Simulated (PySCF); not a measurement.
Mapped SMILES: `[CH:1]#[C:2][CH2:3][CH3:4]` (H(Xn): hydrogen on atom n).

GIAO shifts from PySCF 2.14 on PBE0-D3(BJ)/def2-TZVP geometries (one conformer, non-relativistic, equivalent nuclei averaged), against TMS at the same level and in the same medium; PCM means IEF-PCM chloroform.

Measured (solution, not stated per compound (mostly CDCl3 or CCl4); Pretsch, Buehlmann, Badertscher, Structure Determination of Organic Compounds, 4th ed. (2009)): C2 85.5, C1 67.1, C3 12.3, C4 13.8, H(C3) 2.16, H(C4) 1.15 ppm.

**Question.** Which unscaled values do B97-2/pcSseg-2, gas; WP04/pcSseg-2, PCM; wB97X-D/pcSseg-2, PCM give, and how close are they?

**Answer.** 
```json
{"atoms": "C2", "measured": "85.5", "B97-2/pcSseg-2, gas": "89.9", "WP04/pcSseg-2, PCM": "87.4", "wB97X-D/pcSseg-2, PCM": "96.5"}
{"atoms": "C1", "measured": "67.1", "B97-2/pcSseg-2, gas": "71.8", "WP04/pcSseg-2, PCM": "68.1", "wB97X-D/pcSseg-2, PCM": "75.6"}
{"atoms": "C3", "measured": "12.3", "B97-2/pcSseg-2, gas": "16.2", "WP04/pcSseg-2, PCM": "18.5", "wB97X-D/pcSseg-2, PCM": "15.1"}
{"atoms": "C4", "measured": "13.8", "B97-2/pcSseg-2, gas": "16.9", "WP04/pcSseg-2, PCM": "18.5", "wB97X-D/pcSseg-2, PCM": "16.8"}
{"atoms": "H(C3)", "measured": "2.16", "B97-2/pcSseg-2, gas": "2.25", "WP04/pcSseg-2, PCM": "2.29", "wB97X-D/pcSseg-2, PCM": "2.23"}
{"atoms": "H(C4)", "measured": "1.15", "B97-2/pcSseg-2, gas": "1.14", "WP04/pcSseg-2, PCM": "1.17", "wB97X-D/pcSseg-2, PCM": "1.15"}
```

Mean absolute error for ¹³C: B97-2/pcSseg-2, gas 4.0, WP04/pcSseg-2, PCM 3.5, wB97X-D/pcSseg-2, PCM 6.3 ppm.

Mean absolute error for ¹H: B97-2/pcSseg-2, gas 0.05, WP04/pcSseg-2, PCM 0.07, wB97X-D/pcSseg-2, PCM 0.03 ppm.
